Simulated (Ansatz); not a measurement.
PBE exchange is replaced step by step with exact exchange (0 % is PBE, 25 % PBE0; no dispersion term), basis def2-TZVPD, Ansatz. System: [AlFH3]- (AlH₃F⁻). Total charge -1; singlet. Geometry: PBE0-D4/def2-TZVPD.

Geometry of the singlet:

```xyz
5

Al   -0.014    0.027   -0.006
F     0.770   -1.470    0.324
H     0.119    0.989    1.318
H    -1.594   -0.274   -0.338
H     0.719    0.727   -1.298
```

```
exact exchange (%)  HOMO (eV)  LUMO (eV)  gap (eV)
                 0      -1.06       3.76      4.82
                 5      -1.31       3.84      5.15
                10      -1.56       3.92      5.48
                15      -1.81       4.00      5.81
                35      -2.82       4.29      7.11
                50      -3.59       4.49      8.08
```

Task: Fit a straight line to the column «gap (eV)» against the share of exact exchange and predict its value at 25 %.

Result: With x = exact exchange (%) and y = gap (eV): mean x = 19.17, mean y = 6.075; Σ(x − x̄)(y − ȳ) = 121.9, Σ(x − x̄)² = 1871; slope b = 0.06515, intercept a = ȳ − b·x̄ = 4.826. The residuals of the fitted rows reach 0.01. At x = 25 the line gives 4.826 + (0.06515 × 25) = 6.45; the run gave 6.46, 0.01 more than the line.
